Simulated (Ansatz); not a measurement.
in.yaml

```yaml
crystal:
  periodic: [false, false, false]
  atoms:
    - {symbol: C, position_ang: [0.000000, -0.252496, 1.704393]}
    - {symbol: Si, position_ang: [0.000000, 0.153083, 0.018811]}
    - {symbol: O, position_ang: [0.000000, -0.110768, -1.469523]}
    - {symbol: H, position_ang: [0.000000, 0.501477, 2.492415]}
basis:
  gaussian: {orbitals: cc-pVTZ}
magnetization: {spin_polarized: true, initial_magnetization: 3}
hamiltonian: {xc: {name: B3LYP}}
```

```sh
$ ansatz run in.yaml --threads 2 --pin off --events-out ev --progress --plain --max-ram 24576MiB --backend cuda --devices 0, --max-vram 18GiB
```

Log:

```
675 factors; their error is unknown
mean field evaluation 1: about -10964.6066 eV, gradient 5.0e1 eV
mean field evaluation 2: about -10854.1166 eV, gradient 1.3e2 eV
mean field evaluation 4: about -10972.9412 eV, gradient 1.4e1 eV
mean field evaluation 8: about -10973.8777 eV, gradient 1.9e-1 eV
mean field evaluation 16: about -10973.8968 eV, gradient 7.3e-4 eV
mean field -10973.89681952 eV, -403.2832697429 hartree, gradient 5.2e-5 eV, S^2 3.759770; 0 other end points of the search recorded, 0 dependent functions left out
reference -10973.89700598 eV, -403.2832765953 hartree; 16, 13 occupied and 92, 95 virtual orbitals, 675 factors
Total energy: -10973.89700598 eV, -403.2832765953 hartree
```

Ran on 2 threads of AMD EPYC 7R13 with a shared H100 80 GB, shared host: 2.8 s wall, 0.78 GiB peak host memory.
